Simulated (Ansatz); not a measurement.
**TO(Γ) frequency of some III–V compounds, all zinc-blende**

Method: Hartree–Fock in Ansatz (PAW). References are measured values at room or unstated temperature, uncorrected unless marked, so that the deviations hold thermal and zero-point effects besides the level's error.

Values in cm⁻¹.

```
solid                 reference  Hartree–Fock  deviation (%)
----------------  -------------  ------------  -------------
zinc-blende GaSb            224           234           +4.5
zinc-blende GaAs            271           276           +1.8
zinc-blende GaP             366           372           +1.6
zinc-blende InAs            217           219           +0.9
zinc-blende InP             307           307            0.0
zinc-blende InSb  180 (180–185)           183           +1.7
```

Over these 6 solids the mean deviation is +1.8 %, the mean absolute deviation 1.8 % (median 1.7 %), and the worst case zinc-blende GaSb at +4.5 %; the value is above the reference in 5 of 6 cases.

Spin–orbit coupling is left out, also for the solids with elements from indium on (zinc-blende GaSb, zinc-blende InAs, zinc-blende InP, zinc-blende InSb); its size isn't shown.

Brackets give the range of the sources taken for a reference, where it is wide; it can hold other temperatures.

Differences are worked out from the printed values.

Each level is taken at its own relaxed cell. Ansatz's density-functional and Hartree–Fock values are scalar-relativistic unless marked +SOC, with PAW data made under PBE.

Not in this set, of the III–V compounds with a reference value in our tables and a result at some level: 3 for no value at Hartree–Fock (not run, a failed fit, an unstable or unbound cell, or a value held back for tests). These can be a level's best or worst cases. At least 1 more with a reference value is held back for tests. Solids without a released value at any level aren't counted. Layered and molecular crystals are counted apart.

References as tabulated in Han and Bester (2011), arXiv:1107.0196; arXiv:1704.04770; Giannozzi et al., Phys. Rev. B (1991); Ioffe Institute, NSM Archive: InP, mechanic properties page.

Ansatz is a program for electronic structure.
